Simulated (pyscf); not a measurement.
`[NH2][SiH2][F]` + `[NH2]` [doublet] → `[NH][SiH2][F]` [doublet] + `[NH3]`, a hydrogen abstraction (doublet surface; H–N broken, H–N formed). Structures and frequencies: ωB97X-D3(BJ)/def2-SVP in PySCF. Energies in eV from the separated reactants.

AM1 to PM7: differences of heats of formation from MOPAC, which are fitted to 298 K values and so differ in kind from electronic energies by zero-point and thermal terms. Open shells are spin-unrestricted. 

In single points PM7 puts the saddle at 1.20 eV and the reaction energy at -0.11 eV. Should these be trusted to within a few kcal/mol? Compare with ωB97M-D3(BJ)/def2-TZVP.

ωB97M-D3(BJ)/def2-TZVP gives ΔE‡ = 0.59 eV and ΔE = +0.21 eV. PM7 lies 0.61 eV over it in the barrier and 0.32 eV under it in the reaction energy, so on this step it does not hold to within 0.13 eV. ωB97M-D3(BJ)/def2-TZVP has limits of its own. On the reactant side the descent ends in a complex, 0.22 eV under the separated species and 0.80 eV under the saddle at ωB97X-D3(BJ)/def2-TZVP. •HN–SiH₂–F lies 0.77 eV over its isomer H₂N–SiH•–F (electronic energy, ωB97M-D3(BJ)/def2-TZVP). One saddle was located; it need not be the lowest between these sides. The angle at the transferred H is 150°.
